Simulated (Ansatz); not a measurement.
# CH₄Al₂: a ladder of functionals and wavefunction methods

Aim: compute CH₄Al₂ with functionals from several rungs and with coupled cluster, and see how far each lands from CCSD(T) at the basis-set limit for the atomisation energy.

Program: Ansatz 0.2.0, Gaussian basis. Level of theory: functionals in def2-TZVPP, the program's frozen cores in correlated methods. These are calculated values, not measurements.

The runs, in order: LDA (SPW92), PBE-D4, revPBE-D4, BLYP-D4, r2SCAN-D4, B97M-V, PBE0-D4, B3LYP-D4, r2SCANh-D4, r2SCAN0-D4, HSE06-D4, BHLYP-D4, CAM-B3LYP-D4, LC-ωPBE, ωB97X-V, ωB97M-V, B2PLYP, PBE-QIDH; CCSD(T)/def2-SVP; CCSD(T)/def2-TZVPP; MP2/def2-QZVPP; extrapolation to the limit; RPA on PBE.

1 further run of the same task is left out (it didn't finish).

**1. Structure used throughout**

All runs share one geometry, relaxed beforehand with PBE0-D4 in a triple-zeta def2 set.

SMILES `[CH2]1[AlH][AlH]1`, 7 atoms, charge 0, spin multiplicity 1.

Atoms are counted from 1 here; the program's logs count them from 0.

Bond lengths: C1–Al2 1.958 Å, C1–Al3 1.958 Å, C1–H4 1.090 Å, C1–H5 1.126 Å, Al2–Al3 2.439 Å, Al2–H6 1.593 Å, Al3–H7 1.593 Å. Angles: Al2–C1–Al3 77.0°, Al2–C1–H4 137.1°, Al2–C1–H5 91.6°, Al3–C1–H4 137.1°, Al3–C1–H5 91.7°, H4–C1–H5 108.4°, C1–Al2–Al3 51.5°, C1–Al2–H6 136.3°, Al3–Al2–H6 167.5°, C1–Al3–Al2 51.5°, C1–Al3–H7 136.3°, Al2–Al3–H7 167.4°.

**2. LDA**

This LDA is Slater exchange with PW92 correlation.

File in.yaml:

```yaml
crystal:
  periodic: [false, false, false]
  atoms:
    - {symbol: C, position_ang: [-0.661670, -0.118702, -0.413429]}
    - {symbol: Al, position_ang: [0.072880, 0.914641, 1.079064]}
    - {symbol: Al, position_ang: [1.158705, -0.820680, -0.246661]}
    - {symbol: H, position_ang: [-1.637462, -0.494025, -0.721729]}
    - {symbol: H, position_ang: [-0.328910, 0.658816, -1.156572]}
    - {symbol: H, position_ang: [-0.506461, 1.870989, 2.214225]}
    - {symbol: H, position_ang: [1.964118, -2.078941, -0.800697]}
basis:
  gaussian: {orbitals: def2-TZVPP}
hamiltonian: {xc: lda}
output: {orbitals: {seedname: orbitals}}
```

The run is started by

```console
ansatz run in.yaml --threads 2 --pin off --events-out ev --progress --plain --max-ram 4352MiB
```

The runs that follow: PBE-D4 (GGA); revPBE-D4 (GGA); BLYP-D4 (GGA); r2SCAN-D4 (meta-GGA); B97M-V (meta-GGA); PBE0-D4 (hybrid); B3LYP-D4 (hybrid); r2SCANh-D4 (hybrid); r2SCAN0-D4 (hybrid); HSE06-D4 (hybrid); BHLYP-D4 (hybrid); CAM-B3LYP-D4 (range-separated); LC-ωPBE (range-separated); ωB97X-V (range-separated); ωB97M-V (range-separated); B2PLYP (double hybrid); PBE-QIDH (double hybrid); CCSD(T) in def2-SVP; CCSD(T) in def2-TZVPP; MP2 in def2-QZVPP; RPA on PBE orbitals.

**Question.** What will the summary of the whole plan be? Wanted: atomisation energy, CCSD(T)/CBS; farthest beyond LDA; mean size of error, GGA; mean size of error, meta-GGA; mean size of error, hybrid; mean size of error, range-separated; mean size of error, double hybrid; gap, smallest and largest; T1 diagnostic.

As calculated:

| quantity | value |
| --- | --- |
| atomisation energy, CCSD(T)/CBS | 1955.1 kJ/mol |
| functionals within 9.8 kJ/mol (0.5 %) | PBE-D4, r2SCANh-D4, HSE06-D4, ωB97X-V, ωB97M-V |
| farthest beyond LDA | BHLYP-D4 (-57.2 kJ/mol) |
| mean size of error, GGA | 25.9 kJ/mol |
| mean size of error, meta-GGA | 31.1 kJ/mol |
| mean size of error, hybrid | 18.5 kJ/mol |
| mean size of error, range-separated | 8.7 kJ/mol |
| mean size of error, double hybrid | 27.1 kJ/mol |
| gap, smallest and largest | 1.88 eV (LDA (SPW92)), 7.90 eV (LC-ωPBE) |
| T1 diagnostic | 0.0136 |
| triples share of the correlation energy | 4.2 % |

**Reading.** LDA overbinds by 243.9 kJ/mol (12 %). PBE-D4 misses by +7.9 kJ/mol. Double hybrids carry the basis error of their MP2 part in triple zeta, and no dispersion term here, so their miss is partly the set-up's. By mean error the best rung here is range-separated (8.7 kJ/mol) and the worst beyond LDA is meta-GGA (31.1 kJ/mol). Misses under about 9.8 kJ/mol are within the doubt on the reference itself, which lacks core-valence correlation, relativity and higher excitations. Hartree-Fock recovers 73 % of the binding; the rest is correlation. CCSD(T) in def2-SVP is off by -119.2 kJ/mol, so the small basis spoils what the method gains. The gap grows from 1.9 to 7.9 eV across the functionals, mostly with the share of exact exchange.
